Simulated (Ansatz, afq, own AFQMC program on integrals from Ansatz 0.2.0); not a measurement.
Two steps: Ansatz 0.2.0 writes the Fock matrix and Cholesky factors of the valence space, and afq projects on them the lowest state that overlaps trial and start.

```yaml
crystal:
  periodic: [false, false, false]
  atoms:
    - {symbol: H, position_ang: [-2.653666, 0.047936, 0.000000]}
    - {symbol: H, position_ang: [-1.735666, 0.047936, 0.000000]}
    - {symbol: Si, position_ang: [0.138334, 0.047936, 0.000000]}
    - {symbol: H, position_ang: [0.534768, -1.431577, 0.000000]}
basis:
  gaussian: {orbitals: cc-pVTZ}
magnetization: {spin_polarized: true, initial_magnetization: 1}
correlation: {method: ccsd_t, electrons: outside_noble_gas, hamiltonian_folder: ham}
```

```sh
$ ansatz run in.yaml --threads 1 --pin off --events-out ev --progress --plain --max-ram 16896MiB --backend cuda --devices 0, --max-vram 18GiB
```

afq runs on the folder ham with

```
--method phaseless --trial cisd --walkers 3300 --populations 20 --least-time 60 --time-step 0.005 --steps-per-block 50 --equilibration-blocks 28 --max-blocks 4000 --target-error 0.00016 --factor-cut 1e-05 --start spin_pure --seed 1220 --release-times 0.24,0.51,0.99,1.62,2.4 --release-step 0.03 --release-every 3 --taylor-order 6
```

Times are imaginary, in 1/Eh. The walk had a cap of 245 s. With eight or more populations the least sampling time is a fifth of least-time, and the error comes from their spread.

afq prints:

```
orbitals 71  electrons 4 3  factors 425 of 431
reference energy -290.53901609 Eh
CCSD correlation -0.15399057 Eh in 14 cycles, weight of the determinant in the CISD state 0.8816
energy of the start -290.691332 Eh
 block  time / (1/Eh)  mean weight  energy / Eh
     1     0.250  0.9999  -290.690940
     2     0.500  1.0000  -290.691890
     3     0.750  0.9996  -290.693053
     4     1.000  0.9998  -290.694105
     5     1.250  1.0000  -290.694988
    12     3.000  0.9999  -290.697838
    19     4.750  1.0001  -290.698523
    26     6.500  1.0000  -290.698183
    29     7.250  1.0000  -290.697590
    33     8.250  1.0001  -290.698317
    34     8.500  1.0000  -290.698742
    40    10.000  1.0002  -290.698317
    47    11.750  1.0002  -290.698068
    54    13.500  1.0003  -290.697955
    61    15.250  0.9999  -290.697911
    68    17.000  1.0000  -290.697806
    75    18.750  0.9999  -290.697823
    78    19.500  1.0000  -290.698222
error from the spread of 20 populations
released: time / (1/Eh)  energy / Eh  error  mean overlap
  0.24  -290.698265  0.000087  0.9972
  0.51  -290.698320  0.000084  0.9995
  0.99  -290.698521  0.000098  0.9970
  1.62  -290.698680  0.000066  0.9905
  2.40  -290.698728  0.000067  0.9861
energy -290.698135 +/- 0.000094 Eh
(rows thinned)
```

The run passed its tests (sampling time, drift between the halves within three errors, error under three times the target), which doesn't prove that it has relaxed.

Against this walk (error 2.6 meV) on the same determinant: CCSD(T) 16.1 meV higher, CCSDT(Q) 17.3 meV lower. The error is statistical and leaves out the bias of the constraint. The released energies are still falling (meV from the phaseless value at times in 1/Eh: -3.5 ± 2.4 at 0.24, -5.0 ± 2.3 at 0.51, -10 ± 3 at 0.99, -14.8 ± 1.8 at 1.62, -16.1 ± 1.8 at 2.40), so they give no level; they do show a bias of the constraint, and the last of them that isn't too noisy lies 1 meV above CCSDT(Q).

Cautions: constraint bias not in the error; unrestricted determinant slightly spin contaminated (⟨S²⟩ 0.80 against 0.75).

The walk took 2.9 min on 1 × NVIDIA H100 80GB HBM3 with 2 threads of AMD EPYC 7R13 Processor (Zen 3), with other jobs on the host (the card was shared). The log's last line is the phaseless energy.

CCSDT and higher add their correlation energy to the determinant of the CCSD(T) run, since their own runs factorise the integrals more tightly (a shift of under 2 meV). A walk keeps the symmetry of its determinant, which the program's search chose and which needn't be the lowest solution, so a lower state of the same spin and another symmetry isn't excluded.
